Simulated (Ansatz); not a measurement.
**UCCSD/6-31G run of CN (SMILES [C]#N)**

Aim: the vertical doublet–quartet gap of CN at UCCSD/6-31G, from 2 runs. 

Program for the calculation: Ansatz 0.2.0.

77 further runs of the same task are left out: 77 set aside as unsound or not needed.

**1. The system as given**

CN has 2 atoms, charge 0, and is taken as a doublet. SMILES: `[C]#N`. The coordinates come from a PBE0-D4/def2-TZVP relaxation.

Bond lengths: C1–N2 1.160 Å.

**2. A single-point energy at UCCSD/6-31G**

job.yaml

```yaml
basis:
  gaussian:
    orbitals: 6-31G
crystal:
  periodic: [false, false, false]
  atoms:
    - {symbol: C, position_ang: [0.495600, -0.160400, 0.255200]}
    - {symbol: "N", position_ang: [-0.495600, 0.160400, -0.255200]}
magnetization:
  spin_polarized: true
  initial_magnetization: 1
correlation:
  method: ccsd
  frozen_orbitals: {C: 1, "N": 1}
accuracy: high
scf:
  omitted_lower_state_checks: [cluster_reference, increment]
```

Started as:

```console
ansatz run job.yaml --threads 1 --pin off --max-ram 2610MiB --events-out events.jsonl --progress --plain --runs-dir runs
```

What it wrote, cut to the lines that bear on the results:

```text
Warning: RAYON_NUM_THREADS=1 ignored (pool sized by the plan → 1); use --threads N
Functional definition: HF
  name "HF"
[...]
414 factors; integrals over basis functions are off by at most 2.6e-9 eV
[...]
mean field -2507.84650969 eV, -92.1616593516 hartree, gradient 3.6e-8 eV, S^2 1.216674; 7 other end points of the search recorded, 0 dependent functions left out
2 core orbitals not correlated: weight in the atoms' cores, before any rotation towards them, 1.000 or more for the frozen orbitals, at most 0.000 for the correlated occupied ones
reference -2507.84650969 eV, -92.1616593516 hartree; 5, 4 occupied and 11, 12 virtual orbitals, 414 factors
second order -4.10135973 eV of doubles, -0.00000000 eV of singles
cycle   1  -4.15166151 eV  change   -5.0e-2 eV  update   1.1e-1
[...]
cycle  28  -5.20798998 eV  change  -9.4e-10 eV  update  5.3e-10
Total energy: -2513.05449967 eV, -92.3530494533 hartree
Checks for a lower state left out: cluster_reference, increment
```

Wall time 0.54 s (1 thread of Intel Xeon Platinum 8375C at 2.90GHz (Ice Lake), shared host).

**3. The quartet at the same level**

molecule.yaml

```yaml
crystal:
  periodic: [false, false, false]
  atoms:
    - symbol: C
      position_ang: [0.495600, -0.160400, 0.255200]
    - symbol: "N"
      position_ang: [-0.495600, 0.160400, -0.255200]
basis:
  gaussian:
    orbitals: 6-31G
magnetization:
  spin_polarized: true
  initial_magnetization: 3
correlation:
  method: ccsd
  frozen_orbitals: {C: 1, "N": 1}
accuracy: high
scf:
  omitted_lower_state_checks: [cluster_reference, increment]
```

Started as:

```console
ansatz run molecule.yaml --threads 1 --pin off --max-ram 2610MiB --events-out events.jsonl --progress --plain --runs-dir runs
```

What it wrote, cut to the lines that bear on the results:

```text
Warning: RAYON_NUM_THREADS=1 ignored (pool sized by the plan → 1); use --threads N
Functional definition: HF
  name "HF"
[...]
414 factors; integrals over basis functions are off by at most 2.6e-9 eV
[...]
mean field -2502.78026791 eV, -91.9754784002 hartree, gradient 2.3e-8 eV, S^2 3.868677; 8 other end points of the search recorded, 0 dependent functions left out
2 core orbitals not correlated: weight in the atoms' cores, before any rotation towards them, 1.000 or more for the frozen orbitals, at most 0.000 for the correlated occupied ones
reference -2502.78026791 eV, -91.9754784002 hartree; 6, 3 occupied and 10, 13 virtual orbitals, 414 factors
second order -2.86374538 eV of doubles, -0.00000000 eV of singles
cycle   1  -3.18049981 eV  change   -3.2e-1 eV  update   7.0e-2
[...]
cycle  30  -3.92052356 eV  change   3.7e-10 eV  update  3.3e-10
Total energy: -2506.70079147 eV, -92.1195549836 hartree
Checks for a lower state left out: cluster_reference, increment
```

It took 0.68 s on 1 thread of Intel Xeon Platinum 8375C at 2.90GHz (Ice Lake), shared host.

**4. Outcome**

Level: UCCSD/6-31G, 2 core orbitals frozen.

| quantity | value |
| --- | --- |
| doublet: total energy | -92.35305 Eh |
| doublet: correlation energy (2 core orbitals frozen) | -191.4 mEh |
| doublet: ⟨S²⟩ of the reference determinant | 1.217 |
| doublet: T1 diagnostic | 0.093 |
| quartet: total energy | -92.11955 Eh |
| quartet: correlation energy (2 core orbitals frozen) | -144.1 mEh |
| quartet: ⟨S²⟩ of the reference determinant | 3.869 |
| quartet: T1 diagnostic | 0.047 |
| vertical energy of the quartet above the doublet | 6.354 eV |

At this shape the quartet lies 6.35 eV (147 kcal/mol) above the doublet. ⟨S²⟩ (doublet) is 1.22 where a pure doublet has 0.75: the reference is spin-contaminated. The T1 diagnostic (doublet) of 0.093 is above the customary mark for such species, so a single reference may not serve. ⟨S²⟩ (quartet) is 3.87 where a pure quartet has 3.75: the reference is spin-contaminated. The T1 diagnostic (quartet) of 0.047 is above the customary mark for such species, so a single reference may not serve.
